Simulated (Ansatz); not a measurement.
# Cobalt, hcp under PBE: how the k-point mesh moves the result

How fine must the k-point mesh be for energy and pressure to settle? The geometry was relaxed under PBE beforehand and stays fixed; 8 values are run, from 2×2×2 to 21×21×12. Wanted are the values from which on the energy stays within 10 and 1 meV/atom, and the pressure within 0.5 GPa, of the last run. Within the series other settings stay. Spin polarisation is left out.

Program: Ansatz 0.2.0. Level of theory: DFT PBE, plane waves with PAW, scalar-relativistic. These are calculated values, not measurements.

### 1 The starting structure

The structure is hexagonal, space group P6_3/mmc (No. 194). Conventional cell: a = 2.458 Å, b = 2.458 Å, c = 3.961 Å, α = 90.00°, β = 90.00°, γ = 120.00°. Co (site symmetry -6m2) is surrounded by 12 Co at 2.44 to 2.46 Å.

Coordinates:

```
Co
1.0
     2.45839    0.00000    0.00000
    -1.22920    2.12903    0.00000
     0.00000    0.00000    3.96069
Co
2
Direct
  0.33333 0.66667 0.25000
  0.66667 0.33333 0.75000
```

### 2 Run at 2×2×2

The run at 2×2×2.

input.yaml

```yaml
crystal:
  lattice:
    - [2.4583936733, 0.0, 0.0]
    - [-1.2291968366, 2.1290313736, 0.0]
    - [0.0, 0.0, 3.9606917934]
  atoms:
    - { symbol: Co, position: [0.3333333333, 0.6666666667, 0.25] }
    - { symbol: Co, position: [0.6666666667, 0.3333333333, 0.75] }
hamiltonian:
  xc: pbe
  pseudopotentials:
    kind: paw
    azcp:
      Co: "pseudopotentials/Co.paw.azcp"
basis:
  ecutwfc: 420
  fft_grid_basis: typed
kpoints:
  mp_grid: { grid: [2, 2, 2], shift: [0, 0, 0] }
magnetization:
  spin_polarized: false
scf:
  occupations: { method: fermi_dirac, width: 0.1 }
  lower_state_search: "off"
output:
  stress: true
```

Command:

```console
$ ansatz run input.yaml --threads 1 --pin off --max-ram 3584MiB --backend cpu --events-out ev --progress --plain --runs-dir out
```

### 3 Run at 4×4×2

The run at 4×4×2.

Edit input.yaml of step 2 so:

```diff
@@ -18,3 +18,3 @@
 kpoints:
-  mp_grid: { grid: [2, 2, 2], shift: [0, 0, 0] }
+  mp_grid: { grid: [4, 4, 2], shift: [0, 0, 0] }
 magnetization:
```

### 4 Run at 5×5×3

The run at 5×5×3.

Edit input.yaml of step 3 so:

```diff
@@ -18,3 +18,3 @@
 kpoints:
-  mp_grid: { grid: [4, 4, 2], shift: [0, 0, 0] }
+  mp_grid: { grid: [5, 5, 3], shift: [0, 0, 0] }
 magnetization:
```

### 5 Run at 7×7×4

The run at 7×7×4.

Edit input.yaml of step 4 so:

```diff
@@ -18,3 +18,3 @@
 kpoints:
-  mp_grid: { grid: [5, 5, 3], shift: [0, 0, 0] }
+  mp_grid: { grid: [7, 7, 4], shift: [0, 0, 0] }
 magnetization:
```

### 6 Run at 9×9×5

The run at 9×9×5.

Edit input.yaml of step 5 so:

```diff
@@ -18,3 +18,3 @@
 kpoints:
-  mp_grid: { grid: [7, 7, 4], shift: [0, 0, 0] }
+  mp_grid: { grid: [9, 9, 5], shift: [0, 0, 0] }
 magnetization:
```

### 7 Run at 12×12×7

The run at 12×12×7.

Edit input.yaml of step 6 so:

```diff
@@ -18,3 +18,3 @@
 kpoints:
-  mp_grid: { grid: [9, 9, 5], shift: [0, 0, 0] }
+  mp_grid: { grid: [12, 12, 7], shift: [0, 0, 0] }
 magnetization:
```

### 8 Run at 16×16×9

The run at 16×16×9.

Edit input.yaml of step 7 so:

```diff
@@ -18,3 +18,3 @@
 kpoints:
-  mp_grid: { grid: [12, 12, 7], shift: [0, 0, 0] }
+  mp_grid: { grid: [16, 16, 9], shift: [0, 0, 0] }
 magnetization:
```

### 9 Run at 21×21×12

The run at 21×21×12.

Edit input.yaml of step 8 so:

```diff
@@ -18,3 +18,3 @@
 kpoints:
-  mp_grid: { grid: [16, 16, 9], shift: [0, 0, 0] }
+  mp_grid: { grid: [21, 21, 12], shift: [0, 0, 0] }
 magnetization:
```

(Steps that only read results are left out.)

Before running it: what results should come out? Wanted: pressure at 21×21×12.

**Answer**, as computed:

| quantity | value |
| --- | --- |
| E(σ → 0) stays within 10 meV/atom of 21×21×12 | from 9×9×5 on |
| E(σ → 0) stays within 1 meV/atom | from 12×12×7 on |
| pressure stays within 0.5 GPa | from 9×9×5 on |
| pressure at 21×21×12 | -0.06 GPa |
| CPU time, dearest over cheapest | 17 |
| energy of a separate run on a finer mesh (24×24×13) | +0.1 meV/atom from 21×21×12 |

What this shows: The far end, 2×2×2, lies +1049 meV/atom and +14.4 GPa from the yardstick. The error changes sign along the series: k-point sums are not variational. From 12×12×7 on, the energy holds to 1 meV/atom. A Fermi surface needs many points. A run on a finer mesh agrees with the yardstick to 1 meV/atom. The cell taken over is 6 % smaller than the measured one (11.07 Å³/atom, COD).

Real Co is ferromagnetic; without spin these runs don't describe its ground state.
